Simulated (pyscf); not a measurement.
Structures and frequencies: ωB97X-D3(BJ)/def2-SVP in PySCF.

HO–Nb(OH)(SH)(Cl)–Cl (SMILES [OH][Nb]([OH])([SH])([Cl])[Cl]) -> O=Nb(OH)(Cl)–Cl (SMILES [O]=[Nb]([OH])([Cl])[Cl]) + H₂S (SMILES S)
Surface: singlet. Broken: H–O, Nb–S. Formed: H–S. Give ΔE‡ and ΔE from HF/def2-TZVP, relative to the reactant's lowest minimum found.

ΔE‡ = 1.35 eV, ΔE = -0.18 eV. ωB97M-D3(BJ)/def2-TZVP gives 0.90 eV and +0.03 eV. Zero-point energy shifts the barrier by -0.14 eV. It is an elimination, with an imaginary mode of 1313i cm⁻¹. On the product side the descent ends in an adduct with a Nb–S contact, 0.36 eV under the separated species and 1.01 eV under the saddle at ωB97X-D3(BJ)/def2-TZVP. What is counted as broken (Nb–S) persists as a longer contact in the product adduct; parting that adduct is a step of its own. One saddle was located; it need not be the lowest between these sides. Elements past Kr carry the def2 core potentials, without spin-orbit coupling.
